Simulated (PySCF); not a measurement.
Species: C3H4FN.
Atom-mapped SMILES: `[F:1][CH2:2][C@H:3]1[CH:4]=[N:5]1` (hydrogens: H6, H7 on C2; H8 on C3; H9 on C4)

The calculation used TDDFT CAM-B3LYP/def2-SVPD, vertical, gas phase, core orbitals frozen in the response in PySCF 2.14.0, density-fitted response routines. Isolated species at its PBE0-D3(BJ)/def2-SVP geometry (one conformer only). Torsions of this conformer, `[F:1][CH2:2][C@H:3]1[CH:4]=[N:5]1`: F1–C2–C3–C4 80°.

Computed states:

```tsv
state	E (eV)	f
S1	5.23	0.0004
S2	6.99	0.034
S3	7.68	0.0005
S4	8.23	0.081
S5	8.40	0.020
S6	8.50	0.034
S7	8.59	0.0042
S8	8.76	0.077
S9	9.01	0.013
S10	9.05	0.016
```

Each state is given a Gaussian of 0.4 eV full width at half maximum, with ε(max) = 2.175×10⁸ f / Δν̃ (Δν̃ the width in cm⁻¹). The width is an assumption, not a result. The curve ends short of the highest state used, and states not computed would add to its high-energy end.

Problem. What does the envelope look like, and where are its maxima?

Solution. 
| E (eV) | ε (L mol⁻¹ cm⁻¹) |
| --- | --- |
| 4.63 | 0 |
| 4.79 | 1 |
| 4.96 | 7 |
| 5.13 | 21 |
| 5.29 | 23 |
| 5.46 | 10 |
| 5.62 | 2 |
| 5.79 | 0 |
| 5.96 | 0 |
| 6.12 | 0 |
| 6.29 | 0 |
| 6.46 | 18 |
| 6.62 | 216 |
| 6.79 | 1148 |
| 6.95 | 2219 |
| 7.12 | 1691 |
| 7.29 | 475 |
| 7.45 | 70 |
| 7.62 | 41 |
| 7.79 | 230 |
| 7.95 | 1516 |
| 8.12 | 5014 |
| 8.29 | 7361 |
| 8.45 | 6927 |

Maxima: 237 nm (5.23 eV), ε about 25, made up of S1 (100%); 177 nm (6.99 eV), ε about 2300, made up of S2 (100%); 149 nm (8.32 eV), ε about 7400, made up of S4 (64%), S5 (16%) and S6 (17%) (ε in L mol⁻¹ cm⁻¹; maxima over ε = 5, shares over 10%).

Problem. What would ε be at 8.32 eV, the highest of these maxima, with half the width (0.2 eV)?

Solution. About 8050 L mol⁻¹ cm⁻¹ against 7400, a factor of about 1.1; a lone state at its own centre would give exactly 2.

Problem. Coming from long wavelengths, where does ε first pass 100 L mol⁻¹ cm⁻¹?

Solution. At about 189 nm (6.57 eV), 1.34 eV above S1.

Problem. On this curve, what absorbance would a 10⁻⁴ mol/L sample give at 222 nm over a 1 cm path?

Solution. 222 nm is 5.585 eV, where ε is about 2.7 L mol⁻¹ cm⁻¹, so A = ε c l ≈ 0.00027 (Beer–Lambert, with the gas-phase spectrum and the assumed width).

The vertical ionisation energy (ΔSCF) is 10.79 eV, 1.74 eV above S10.
